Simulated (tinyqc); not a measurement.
Extended Hueckel theory, for PH3, step by step. Computed by tinyqc, a small Python program that keeps every step (integrals from PySCF). Settings: charge = 0, K = 1.75, multiplicity = 1. Command: `OMP_NUM_THREADS=1 python tinyqc.py 29266 29267 out.jsonl` (the two numbers bound the seeds that draw the settings). One thread of a shared host (Intel(R) Xeon(R) Processor @ 2.60GHz), about 0.01 s of CPU time with the checks.

## Overlaps

Geometry (angstrom):
```
atom        x        y       z
P      0.0000   0.0000  0.4510
H      1.3850   0.0000  0.0000
H     -0.6920   1.1990  0.0000
H     -0.6920  -1.1990  0.0000
```

Parameters chosen for this run:
```
element  shell  Slater exponent  H_ii (eV)
P           3s           1.7500   -18.6000
P           3p           1.3000   -14.0000
H           1s           1.3000   -13.6000
```

Slater orbitals, each expanded in six Gaussians scaled to its exponent.

overlap S, order 1P 3s, 1P 3px, 1P 3py, 1P 3pz, 2H 1s, 3H 1s, 4H 1s:
$$\begin{pmatrix}
1.0000 & 0.0000 & 0.0000 & 0.0000 & 0.3776 & 0.3779 & 0.3779 \\
0.0000 & 1.0000 & 0.0000 & 0.0000 & 0.5103 & -0.2551 & -0.2551 \\
0.0000 & 0.0000 & 1.0000 & 0.0000 & 0.0000 & 0.4421 & -0.4421 \\
0.0000 & 0.0000 & 0.0000 & 1.0000 & -0.1662 & -0.1663 & -0.1663 \\
0.3776 & 0.5103 & 0.0000 & -0.1662 & 1.0000 & 0.0510 & 0.0510 \\
0.3779 & -0.2551 & 0.4421 & -0.1663 & 0.0510 & 1.0000 & 0.0510 \\
0.3779 & -0.2551 & -0.4421 & -0.1663 & 0.0510 & 0.0510 & 1.0000
\end{pmatrix}$$

## Wolfsberg-Helmholz matrix

diagonal H_ii (eV): 1P 3s -18.6000, 1P 3px -14.0000, 1P 3py -14.0000, 1P 3pz -14.0000, 2H 1s -13.6000, 3H 1s -13.6000, 4H 1s -13.6000

K = 1.7500

H_ij = K' S_ij (H_ii + H_jj)/2 for i != j (the diagonal keeps H_ii), with K' = 1.75.

H (eV), order 1P 3s, 1P 3px, 1P 3py, 1P 3pz, 2H 1s, 3H 1s, 4H 1s:
$$\begin{pmatrix}
-18.6000 & 0.0000 & 0.0000 & 0.0000 & -10.6395 & -10.6468 & -10.6468 \\
0.0000 & -14.0000 & 0.0000 & 0.0000 & -12.3232 & 6.1614 & 6.1614 \\
0.0000 & 0.0000 & -14.0000 & 0.0000 & 0.0000 & -10.6755 & 10.6755 \\
0.0000 & 0.0000 & 0.0000 & -14.0000 & 4.0128 & 4.0156 & 4.0156 \\
-10.6395 & -12.3232 & 0.0000 & 4.0128 & -13.6000 & -1.2139 & -1.2139 \\
-10.6468 & 6.1614 & -10.6755 & 4.0156 & -1.2139 & -13.6000 & -1.2144 \\
-10.6468 & 6.1614 & 10.6755 & 4.0156 & -1.2139 & -1.2144 & -13.6000
\end{pmatrix}$$

## Orbitals

valence electrons = 8

Solve H C = S C e through S^(-1/2); fill by pairs from the bottom, a degenerate level sharing its electrons equally; each orbital has its largest coefficient positive (the first on a tie).

orbital energies (eV): [-21.3235, -17.6952, -17.6944, -14.4094, 5.5032, 5.5217, 8.1752]

occupations: [2.0000, 2.0000, 2.0000, 2.0000, 0.0000, 0.0000, 0.0000]

coefficients, order 1P 3s, 1P 3px, 1P 3py, 1P 3pz, 2H 1s, 3H 1s, 4H 1s:
$$\begin{pmatrix}
0.6697 & 0.0000 & 0.0001 & 0.2931 & 0.0040 & 0.0000 & 1.0910 \\
0.0000 & 0.0000 & 0.5832 & 0.0000 & 1.1659 & 0.0000 & -0.0047 \\
0.0000 & 0.5831 & 0.0000 & 0.0000 & 0.0000 & 1.1663 & 0.0000 \\
-0.0452 & 0.0000 & 0.0000 & 0.9341 & -0.0019 & 0.0000 & -0.5155 \\
0.2348 & 0.0000 & 0.4361 & -0.0787 & -1.0046 & 0.0000 & -0.7048 \\
0.2349 & 0.3776 & -0.2179 & -0.0787 & 0.4981 & -0.8679 & -0.7111 \\
0.2349 & -0.3776 & -0.2179 & -0.0787 & 0.4981 & 0.8679 & -0.7111
\end{pmatrix}$$

sum of one-electron energies = -142.2450 eV

## Mulliken analysis

P = C n C^T; charge = valence electrons (P 5, H 1) minus the sum of (P S)_ii on the atom; overlap population = 2 sum P_ij S_ij between two atoms.

charges: 1P -0.3450, 2H 0.1150, 3H 0.1150, 4H 0.1150

Overlap populations:
```
pair      value
2-1    0.777717
3-1    0.777911
3-2   -0.006874
4-1    0.777911
4-2   -0.006874
4-3   -0.006878
```
